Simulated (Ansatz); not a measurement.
**AlN₂ (sextet): wave-function methods side by side, cc-pVDZ**

How much of the correlation energy of AlN₂ (sextet) does each wave-function method recover here?

Method: cc-pVDZ, core rule «outside noble gas», up to 7 orbitals frozen; program: Ansatz 0.2.0, Gaussian basis.

To be run: UHF; CCSD(T) on ROHF; CCSD(T) on UHF; BCCD(T) on ROHF; CISD as a restricted active space (open shells left free, so some higher excitations enter); CCSDT(Q) on ROHF; CCSDT(Q) on UHF; CASSCF and MRCISD+Q, 9 electrons in 10 orbitals; CASSCF and NEVPT4(SD), 9 electrons in 10 orbitals; CASSCF and NEVPT2, 9 electrons in 10 orbitals.

32 further runs of the same task are left out: 14 for a known fault of the program, 7 that didn't finish, 11 set aside as unsound or not needed. Runs told in other sessions of the task aren't counted.

**1. The system**

The geometry is a PBE0/def2-TZVP stationary point (not a proven minimum) of the parent state, kept for this charge and spin.

3 atoms, charge 0, spin multiplicity 6.

Atoms are counted from 1 here; the program's logs count them from 0.

Bond lengths: N1–Al2 1.795 Å, Al2–N3 1.795 Å. Angles: N1–Al2–N3 180.0°.

Coordinates:

| atom | x (Å) | y (Å) | z (Å) |
| --- | --- | --- | --- |
| N1 | 0.00000 | 0.00000 | 1.79530 |
| Al2 | 0.00000 | 0.00000 | 0.00000 |
| N3 | 0.00000 | 0.00000 | -1.79530 |

**2. UHF**

in.yaml

```yaml
crystal:
  periodic: [false, false, false]
  atoms:
    - {symbol: N, position_ang: [0.000000, 0.000000, 1.795300]}
    - {symbol: Al, position_ang: [0.000000, 0.000000, 0.000000]}
    - {symbol: N, position_ang: [0.000000, 0.000000, -1.795300]}
basis:
  gaussian: {orbitals: cc-pVDZ}
magnetization: {spin_polarized: true, initial_magnetization: 5}
hamiltonian: {xc: hf}
output: {orbitals: {seedname: orbitals}}
```

Started as:

```console
> ansatz run in.yaml --threads 1 --pin off --events-out ev --progress --plain --max-ram 2393MiB
```

Further steps of the session: CCSD(T) on ROHF; CCSD(T) on UHF; BCCD(T) on ROHF; CISD as a restricted active space (open shells left free, so some higher excitations enter); CCSDT(Q) on ROHF; CCSDT(Q) on UHF; CASSCF and MRCISD+Q, 9 electrons in 10 orbitals; CASSCF and NEVPT4(SD), 9 electrons in 10 orbitals; CASSCF and NEVPT2, 9 electrons in 10 orbitals.

**Question.** What will the summary of the whole plan be? Wanted: UCCSDT(Q) from the RHF energy; RMP2 from UCCSDT(Q); UMP2 from UCCSDT(Q); RCCSD from UCCSDT(Q); RCCSD(T) from UCCSDT(Q); UCCSD(T) from UCCSDT(Q); RCCSDT(Q) from UCCSDT(Q); NEVPT2 valence from UCCSDT(Q); NEVPT4(SD) valence from UCCSDT(Q).

**Answer**, as computed:

| quantity | value |
| --- | --- |
| UCCSDT(Q) from the ROHF energy | -8.0402 eV |
| RMP2 from UCCSDT(Q) | +128.3 kJ/mol |
| UMP2 from UCCSDT(Q) | +131.0 kJ/mol |
| RCCSD from UCCSDT(Q) | +25.7 kJ/mol |
| RCCSD(T) from UCCSDT(Q) | +6.0 kJ/mol |
| UCCSD(T) from UCCSDT(Q) | +5.9 kJ/mol |
| RCCSDT(Q) from UCCSDT(Q) | +0.4 kJ/mol |
| NEVPT2 valence from UCCSDT(Q) | +105.3 kJ/mol |
| NEVPT4(SD) valence from UCCSDT(Q) | +9.4 kJ/mol |
| MRCISD+Q valence from UCCSDT(Q) | +3.4 kJ/mol |
| levels within 1 kcal/mol (43 meV) | RCCSDT, UCCSDT, RCCSDT(Q), MRCISD+Q valence |
| T1 diagnostic | 0.026 |
| effectively unpaired electrons | 5.01 |

What this shows: RCCSD(T) lands +6.0 kJ/mol from the yardstick (0.8 % of the correlation energy). One determinant dominates. Of the multireference levels listed MRCISD+Q valence comes nearest in total energy (+3.4 kJ/mol), which doesn't show that its space is the better one. These misses are within one basis, not against nature; the frozen cores of restricted and unrestricted runs differ, which can shift their rows.

With open shells the CI space here admits some higher excitations, so it is larger than plain CISD.
